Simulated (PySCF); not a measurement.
# BeH₄O, a complex of two parts: interaction energy

The task here is to estimate one member of a computed series from the others.

Computed with PySCF 2.14.0; each step states its level. No surroundings beyond the atoms listed, unless a continuum is named. Atoms count from 0, parts from 1.

## Starting point

6 atoms, charge 0, multiplicity 1; geometry: GFN2-xTB. Parts: 1 = atoms 0–2, `[BeH2]`, charge 0; 2 = atoms 3–5, `O`, charge 0.

Set-up of the first run:

The job: settings as JSON, then the geometry in Å.

```
{"job": {"xc": "PBE0", "basis": "def2-TZVPD", "d3": "d3bj", "grid": 3, "kind": "geom", "shake": 0.01}, "charge": 0, "multiplicity": 1, "parts": [{"atoms": "0-2", "charge": 0, "multiplicity": 1}, {"atoms": "3-5", "charge": 0, "multiplicity": 1}]}
Be     0.326183     0.092895    -0.123263
H      0.919559    -0.720030     0.666879
H     -0.890737     0.684829    -0.217319
O      1.328205     0.590782    -1.406736
H      2.193416     0.282424    -1.537698
H      1.025964     1.202050    -2.096383
```

Command:

```console
$ OMP_NUM_THREADS=1 python cluster_run.py task.json out
```

One launch serves the whole session: the jobs run in the order shown.

Steps of the session up to this table: Optimising the geometry at PBE0-D3(BJ)/def2-TZVPD; Coupled-cluster interaction energy: CCSD(T) and MP2, 1.67 Å; Coupled-cluster interaction energy: CCSD(T) and MP2, 1.75 Å; Coupled-cluster interaction energy: CCSD(T) and MP2, 1.83 Å; Coupled-cluster interaction energy: CCSD(T) and MP2, 1.58 Å; Coupled-cluster interaction energy: CCSD(T) and MP2, 2.08 Å; Coupled-cluster interaction energy: CCSD(T) and MP2, 1.50 Å; Coupled-cluster interaction energy: CCSD(T) and MP2, 2.50 Å; Coupled-cluster interaction energy: CCSD(T) and MP2, 3.34 Å.

One table of the session follows, with a row left open; its other results are not shown here.

It belongs to the step «Coupled-cluster interaction energy: CCSD(T) and MP2, 3.34 Å». 

| method | interaction energy (kcal/mol) |
| --- | --- |
| HF/aug-cc-pVDZ | -4.11 |
| MP2/aug-cc-pVDZ | -4.17 |
| CCSD/aug-cc-pVDZ | ? |
| CCSD(T)/aug-cc-pVDZ | -4.09 |
| HF/aug-cc-pVQZ | -4.11 |
| MP2/aug-cc-pVQZ | -4.24 |
| SCS-MP2/aug-cc-pVQZ | -4.13 |
| MP2, extrapolated | -4.25 |
| CCSD(T), limit estimate | -4.18 |

**Question.** Estimate the row for CCSD/aug-cc-pVDZ.

As computed: interaction energy (kcal/mol): -4.06. In the column «interaction energy (kcal/mol)» it is the highest.
